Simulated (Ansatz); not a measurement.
## Property card for TlPt

The calculation used Ansatz 0.2.0, DFT PBE, scalar-relativistic, plane waves, PAW.

Plane waves to 420 eV, a k mesh through Γ of 6×6×10 on the computed 6-atom cell and Gaussian smearing (0.10 eV); no spin polarisation.

The structure is relaxed at this level of theory with its symmetry kept. Whether it is the stable form of this composition wasn't checked.

Symmetry: P6/mmm, No. 191, hexagonal system. Conventional cell: a = 6.577 Å, b = 6.577 Å, c = 3.990 Å, α = 90.00°, β = 90.00°, γ = 120.00°. Tl (site symmetry mmm) is surrounded by 4 Pt at 2.75 Å. Pt (site symmetry 6/mmm) is surrounded by 6 Tl at 3.29 Å. Around Pt (site symmetry -6m2) lie 6 Tl at 2.75 Å.

| Item | Value |
| --- | --- |
| Volume per atom | 24.91 Å³ |
| Formation energy from the elements' standard states (uncorrected) | +0.538 eV/atom |
| Kohn–Sham band gap | none (metal) |
| Density of states at the Fermi level | 3.62 states/eV per cell |
| Löwdin character within 0.5 eV of the Fermi level | Pt 5d 44 %, Tl 6p 22 %, Pt 6s 20 %, Tl 6s 11 % |
| Bader charges (e) | Tl (3 in the cell) 0.47, Pt (1 in the cell) -0.44, Pt (2 in the cell) -0.48 |

Spin-orbit coupling is left out, which matters for the bands of heavy elements.

Cost: 1 run of about 3.6 core-minutes, on Arm Neoverse N1 (shared hosts).